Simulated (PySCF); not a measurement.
Spin states of OF

Unrestricted PBE0; O 6-31G(d,p), F 6-31G(d,p); no relativity (PySCF 2.14). Outer shells of the fragments: O 2s2 2p4; F 2s2 2p5.

Followed along the bond (rough minima from three points):

```json
{"2Ms+1": "2", "unpaired": "π ↑", "⟨S²⟩ at the start": "0.75", "R at minimum (Å)": "1.34", "Te (eV)": "0.00"}
{"2Ms+1": "4", "unpaired": "σ ↑, π ↑↑", "⟨S²⟩ at the start": "3.76", "R at minimum (Å)": "none in the scan", "Te (eV)": "≤ 3.04"}
```

Solutions found at the starting distance of 1.215 Å, counted from the lowest of them; the search is not exhaustive and high or unbound solutions are not listed, so other states can lie among these:

```json
{"2Ms+1": "2", "unpaired": "π ↑", "term": "²Π", "E (eV)": "0.00", "⟨S²⟩": "0.75", "⟨Lz²⟩": "1.00", "μ (D)": "0.45"}
{"2Ms+1": "4", "unpaired": "σ ↑, π ↑↑", "term": "⁴Σ⁻", "E (eV)": "6.90", "⟨S²⟩": "3.76", "⟨Lz²⟩": "0.00", "μ (D)": "0.14"}
```

A term symbol is given only where ⟨S²⟩ and ⟨Lz²⟩ are close to those of a pure state; real π, δ and φ orbitals otherwise mix terms. A positive dipole means O(−)F(+).

Counting both spins, an empty level lies below a filled one in some of these solutions, because spin and occupation are held.
